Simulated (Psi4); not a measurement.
# UB2GP-PLYP/6-311G(2df,2pd) (Cholesky decomposition, density fitting for correlation) run of BHClO (SMILES O[B]Cl)

What is the energy change on altering one bond length of BHClO at UB2GP-PLYP/6-311G(2df,2pd) (Cholesky decomposition, density fitting for correlation)? 

Program for the calculation: Psi4 1.11.

2 further runs of the same task are left out: 1 that didn't finish, 1 set aside as unsound or not needed.

### Step 1. The molecule

The species is BHClO (4 atoms), meant as a doublet with charge 0. As SMILES, `O[B]Cl`. The shape is that of a PBE0-D4/def2-TZVP optimisation.

Bond lengths: O1–B2 1.334 Å, B2–Cl3 1.740 Å, O1–H4 0.961 Å. Angles: O1–B2–Cl3 122.2°, B2–O1–H4 113.5°.

### Step 2. The energy at UB2GP-PLYP/6-311G(2df,2pd) (Cholesky decomposition, density fitting for correlation)

Contents of input.json:

```json
{
 "schema_name": "qcschema_input",
 "schema_version": 1,
 "molecule": {
  "schema_name": "qcschema_molecule",
  "schema_version": 2,
  "symbols": ["O", "B", "Cl", "H"],
  "geometry": [1.03103457, 0.36112666, -1.11361561, -0.81239326, 0.12396603, 0.59072839, -1.0529554, -2.50048561, 2.55661047, 0.93919388, 1.90144243, -2.0720847],
  "molecular_charge": 0,
  "molecular_multiplicity": 2
 },
 "driver": "energy",
 "model": {
  "method": "b2gpplyp",
  "basis": "6-311G(2df,2pd)"
 },
 "keywords": {
  "reference": "uks",
  "scf_type": "cd",
  "freeze_core": true
 }
}
```

Launch:

```console
$ psi4 --qcschema input.json -n 1 --memory 1600MB
```

stdout:

```text
[...]
  Running in c1 symmetry.
[...]
  Nuclear repulsion =   76.699725498515349
[...]
  Multiplicity = 2
[...]
  Nalpha       = 16
  Nbeta        = 15
[...]
    Number of basis functions: 112
[...]
   @UKS iter   1:  -560.37211358487207   -4.31467e-01   4.55780e-03 ADIIS/DIIS
[...]
   @UKS iter   9:  -560.46656343998836   -4.39733e-08   6.26506e-07 DIIS
[...]
   @S^2 Observed:                7.532276595E-01
[...]
    Orbital Energies [Eh]
    ---------------------
    Alpha Occupied:
       1A   -103.419829     2A    -19.991691     3A    -10.092208
       4A     -7.689004     5A     -7.684894     6A     -7.684707
       7A     -7.331727     8A     -1.267844     9A     -1.006851
      10A     -0.714296    11A     -0.575610    12A     -0.547179
      13A     -0.512188    14A     -0.431722    15A     -0.421997
      16A     -0.295659
    Alpha Virtual:
      17A      0.054084    18A      0.086922    19A      0.166163
      20A      0.242111    21A      0.255682    22A      0.313668
      23A      0.313860    24A      0.337577    25A      0.365066
[...]
  @UKS Final Energy:  -560.46656343998836
   => Energetics <=
    Nuclear Repulsion Energy =             76.6997254985153489
    One-Electron Energy =                -924.8278871433822133
    Two-Electron Energy =                 302.4517364844521126
    DFT Exchange-Correlation Energy =     -14.7901382795737373
    Empirical Dispersion Energy =           0.0000000000000000
    VV10 Nonlocal Energy =                  0.0000000000000000
    Total Energy =                       -560.4665634399884766
[...]
 Multipole Moments:
 ------------------------------------------------------------------------------------
     Multipole            Electronic (a.u.)      Nuclear  (a.u.)        Total (a.u.)
 ------------------------------------------------------------------------------------
 L = 1.  Multiply by 2.5417464519 to convert [e a0] to [Debye]
 Dipole X            :         -1.0812022            1.1680124            0.0868103
 Dipole Y            :         -0.7632685            1.4825614            0.7192929
 Dipole Z            :          1.4192286           -1.9754999           -0.5562713
 Magnitude           :                                                    0.9134309
[...]
```

The result, in JSON:

```text
{
 "driver": "energy",
 "model": {
  "method": "b2gpplyp",
  "basis": "6-311G(2df,2pd)"
 },
 "success": true,
 "return_result": -560.6690093938317,
 "properties": {
  "calcinfo_nbasis": 112,
  "calcinfo_nmo": 112,
  "calcinfo_nalpha": 16,
  "calcinfo_nbeta": 15,
  "calcinfo_natom": 4,
  "nuclear_repulsion_energy": 76.69972549851535,
  "return_energy": -560.6690093938317,
  "scf_one_electron_energy": -924.8278871433822,
  "scf_two_electron_energy": 302.4517364844521,
  "scf_xc_energy": -14.790138279573737,
  "scf_dipole_moment": [0.08681025102924633, 0.7192929038341609, -0.5562712911572352],
  "scf_total_energy": -560.4665634399884,
  "scf_iterations": 9
 }
}
```

Run time: 6.9 s. Hardware: 1 thread of Intel Xeon 6975P-C (Granite Rapids), shared host; peak memory 0.47 GiB.

### Step 3. The distorted shape at the same level

Contents of bclho.in:

```
memory 1600 mb

molecule molecule1 {
  0 2
  O      0.540739     0.272631    -0.640033
  B     -0.434761     0.147131     0.261867
  Cl    -0.562061    -1.241669     1.302167
  H      0.497000     1.006200    -1.096500
}

set globals {
  basis       6-311G(2df,2pd)
  reference   uks
  scf_type    cd
  freeze_core true
}

E, wfn = energy('b2gpplyp', return_wfn=True)
print_variables()
```

Launch:

```console
$ psi4 -n 1 bclho.in bclho.out
```

bclho.out:

```text
[...]
  Running in c1 symmetry.
[...]
  Nuclear repulsion =   77.307374266429420
[...]
  Multiplicity = 2
[...]
  Nalpha       = 16
  Nbeta        = 15
[...]
    Number of basis functions: 112
[...]
   @UKS iter   1:  -560.36093078744864   -3.78065e-01   4.71289e-03 DIIS/ADIIS
[...]
   @UKS iter   9:  -560.45792978686563   -2.73637e-08   5.25490e-07 DIIS
[...]
   @S^2 Observed:                7.531828314E-01
[...]
    Orbital Energies [Eh]
    ---------------------
    Alpha Occupied:
       1A   -103.421274     2A    -19.984385     3A    -10.093636
       4A     -7.690428     5A     -7.686333     6A     -7.686133
       7A     -7.334500     8A     -1.293722     9A     -1.008855
      10A     -0.739931    11A     -0.581097    12A     -0.549413
      13A     -0.516671    14A     -0.433762    15A     -0.423850
      16A     -0.298764
    Alpha Virtual:
      17A      0.051751    18A      0.102459    19A      0.164623
      20A      0.243931    21A      0.254413    22A      0.312140
      23A      0.312719    24A      0.335823    25A      0.363420
[...]
  @UKS Final Energy:  -560.45792978686563
   => Energetics <=
    Nuclear Repulsion Energy =             77.3073742664294201
    One-Electron Energy =                -925.8648785732987108
    Two-Electron Energy =                 302.9077011085149707
    DFT Exchange-Correlation Energy =     -14.8081265885113407
    Empirical Dispersion Energy =           0.0000000000000000
    VV10 Nonlocal Energy =                  0.0000000000000000
    Total Energy =                       -560.4579297868656340
[...]
 Multipole Moments:
 ------------------------------------------------------------------------------------
     Multipole            Electronic (a.u.)      Nuclear  (a.u.)        Total (a.u.)
 ------------------------------------------------------------------------------------
 L = 1.  Multiply by 2.5417464519 to convert [e a0] to [Debye]
 Dipole X            :         -1.0973777            1.1726416            0.0752639
 Dipole Y            :         -0.7403076            1.4049194            0.6646118
 Dipole Z            :          1.4173381           -1.9271868           -0.5098487
 Magnitude           :                                                    0.8410227
[...]
```

Run time: 6.9 s. Hardware: 1 thread of Intel Xeon 6975P-C (Granite Rapids), shared host; peak memory 0.47 GiB.

### Step 4. Outcome

At UB2GP-PLYP/6-311G(2df,2pd) (Cholesky decomposition, density fitting for correlation), 7 core orbitals frozen:

| quantity | value |
| --- | --- |
| first shape: total energy | -560.66901 Eh |
| first shape: HOMO energy (SCF part's orbitals) (highest over α and β) | -8.05 eV |
| first shape: LUMO energy (SCF part's orbitals) (lowest over α and β) | 0.26 eV |
| first shape: ⟨S²⟩ | 0.753 |
| distorted shape: total energy | -560.65848 Eh |
| distorted shape: HOMO energy (SCF part's orbitals) (highest over α and β) | -8.13 eV |
| distorted shape: LUMO energy (SCF part's orbitals) (lowest over α and β) | 0.18 eV |
| distorted shape: ⟨S²⟩ | 0.753 |
| energy change with the O1–H4 bond shortened from 0.961 to 0.865 Å | 0.286 eV |

What this shows: With the O1–H4 bond shortened from 0.961 to 0.865 Å the energy rises by 0.29 eV (27.6 kJ/mol). The first shape isn't relaxed at this level, so the change isn't measured from a minimum.
